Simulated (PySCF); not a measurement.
# CClF3: the cost of one run

The runs use PySCF 2.14.0, with density-fitted response routines of our own; the level of theory stands in each step. All values are computed, except where a source is named. Atoms count from 0, in the outputs and in this text.

## Step 1: The molecule as given

5 atoms, charge 0, multiplicity 1; geometry from: GFN2-xTB. The atoms were then displaced at random by about 0.01 Å, so the start is not that level's minimum.

Bonds of the start (Å): F0–C1 1.32, C1–F2 1.33, C1–F3 1.30, C1–Cl4 1.78.

## Step 2: Relaxing the molecule at PBE0-D3(BJ)/def2-SVP

The job: settings as JSON, then the geometry in Å.

```
{"job": {"xc": "PBE0", "basis": "def2-SVP", "d3": "d3bj", "grid": 1, "shake": 0.01, "kind": "geom"}, "charge": 0, "multiplicity": 1}
F     -0.472800    -0.832050    -0.962520
C     -0.077950     0.001820    -0.014400
F     -0.427610     1.239600    -0.352470
F     -0.669960    -0.305100     1.103370
Cl     1.681890    -0.138240     0.188140
```

Run with:

```sh
$ OMP_NUM_THREADS=1 python probes_run.py task.json out
```

The driver reads the jobs from task.json and runs them one after another.

**Question.** How long does this first job take on 1 thread of Arm Neoverse V1, shared host, and how much memory does it need?

About 11 s, with a peak of 0.32 GiB.
